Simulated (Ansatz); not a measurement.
## Molecular dynamics of CH4 + O2S

The input (input.yaml):

```yaml
crystal:
  periodic: [false, false, false]
  atoms:
    - { symbol: C, position_ang: [0.09079, 0.056721, -1.493505] }
    - { symbol: H, position_ang: [0.347785, 1.086175, -1.198411] }
    - { symbol: H, position_ang: [0.585464, -0.660469, -0.821347] }
    - { symbol: H, position_ang: [0.43093, -0.11659, -2.5253] }
    - { symbol: H, position_ang: [-1.000769, -0.080283, -1.445549] }
    - { symbol: O, position_ang: [-0.835831, 0.57516, 3.519339] }
    - { symbol: S, position_ang: [-0.263883, 0.247783, 2.025082] }
    - { symbol: O, position_ang: [0.645414, -1.108497, 1.939491] }
basis:
  gaussian: { orbitals: "6-31G" }
hamiltonian:
  xc: pbe
  dispersion: d4
md:
  timestep: 1.0
  n_steps: 100
  ensemble: nve
  temperature: 1000.0
  initial_velocities: maxwell_boltzmann
  seed: 774745
scf:
  lower_state_search: "off"
```

Command:

```bash
$ ansatz run input.yaml --threads 1 --pin off --max-ram 2048MiB --backend cpu --events-out ev --progress --plain --runs-dir out
```

It starts from a relaxed structure.

Output, in part (step lines, the closing report, with atoms numbered from 0):

```
md step     0: t =     0.00 fs  T =  1000.0 K  F+E_penalty+E_count = -16015.78697668 eV  E_kin = 0.775560 eV  conserved = -16015.01141668 eV  (17 SCF iters)
[... lines left out ...]
Total energy: -16015.48795076 eV, -588.5583265026 hartree
Atom 0 at     0.224344     0.177238    -2.312802 Å, force     2.083918     2.115286     1.390497 eV/Å
Atom 1 at    -0.575061    -0.030012    -2.970215 Å, force    -1.336661    -0.216099    -0.960647 eV/Å
Atom 2 at    -0.070073     1.024621    -1.546270 Å, force     0.480447    -1.420022    -1.411596 eV/Å
Atom 3 at     1.138601     0.539599    -2.938750 Å, force    -1.336500    -0.548488     1.065008 eV/Å
Atom 4 at     0.487010    -0.729976    -1.745028 Å, force     0.104956     0.066930    -0.039231 eV/Å
Atom 5 at    -0.629241     0.743566     3.778293 Å, force     0.268566    -0.553090    -1.162305 eV/Å
Atom 6 at    -0.374176     0.167092     2.224434 Å, force     0.381239    -0.475953     0.906385 eV/Å
Atom 7 at     0.520696    -1.241937     2.098356 Å, force    -0.645966     1.031435     0.211889 eV/Å
Dipole moment:    -0.161537     0.187005    -0.378448 e Å
```

The steps, from the saved trajectory:

| time (fs) | T (K) | potential energy less start (eV) | conserved less start (meV/atom) |
| --- | --- | --- | --- |
| 0 | 1000 | 0.000 | 0.00 |
| 3 | 560 | 0.369 | 3.52 |
| 6 | 618 | 0.315 | 2.33 |
| 9 | 386 | 0.502 | 3.27 |
| 12 | 676 | 0.258 | 0.83 |
| 15 | 806 | 0.153 | 0.30 |
| 18 | 537 | 0.386 | 3.30 |
| 21 | 745 | 0.213 | 1.91 |
| 24 | 410 | 0.491 | 4.22 |
| 27 | 686 | 0.250 | 0.85 |
| 30 | 287 | 0.580 | 3.36 |
| 33 | 712 | 0.230 | 0.88 |
| 36 | 558 | 0.369 | 3.24 |
| 39 | 727 | 0.230 | 2.28 |
| 42 | 557 | 0.367 | 2.93 |
| 45 | 625 | 0.301 | 1.32 |
| 48 | 552 | 0.357 | 1.19 |
| 51 | 491 | 0.413 | 2.35 |
| 54 | 601 | 0.329 | 2.45 |
| 57 | 664 | 0.282 | 2.74 |
| 60 | 664 | 0.279 | 2.34 |
| 63 | 503 | 0.405 | 2.49 |
| 66 | 485 | 0.416 | 1.98 |
| 69 | 473 | 0.423 | 1.83 |
| 72 | 549 | 0.365 | 1.90 |
| 75 | 523 | 0.394 | 2.95 |
| 78 | 711 | 0.240 | 2.02 |
| 81 | 576 | 0.349 | 2.47 |
| 84 | 647 | 0.282 | 1.04 |
| 87 | 334 | 0.542 | 3.16 |
| 90 | 659 | 0.276 | 1.46 |
| 93 | 472 | 0.442 | 3.97 |
| 96 | 746 | 0.212 | 1.83 |
| 99 | 511 | 0.404 | 3.03 |

All steps were run. The conserved energy stayed within 4.7 meV per atom of its start (net change 2.4 meV per atom), so there is no drift, though single steps change it by up to 31 meV in the whole system, a sign of fast motions only just resolved. Over the second half the temperature averaged 0.57 of the 1000 K drawn at the start: a run that starts near a minimum puts about half its kinetic energy into the potential. A run of 0.1 ps of so small a system gives no equilibrium averages. Limits of this set-up: no polarisation functions.

The same pairs are bonded in the first frame and the last. Pairs count as bonded within 1.25 times the sum of covalent radii (0.12 Å more for H–H).

Last frame:

```xyz
8
Properties=species:S:1:pos:R:3
C 0.224 0.177 -2.313
H -0.575 -0.030 -2.970
H -0.070 1.025 -1.546
H 1.139 0.540 -2.939
H 0.487 -0.730 -1.745
O -0.629 0.744 3.778
S -0.374 0.167 2.224
O 0.521 -1.242 2.098
```

The run took 3.3 min on 1 thread of Arm Neoverse N1 (shared host), peak memory 0.081 GiB.
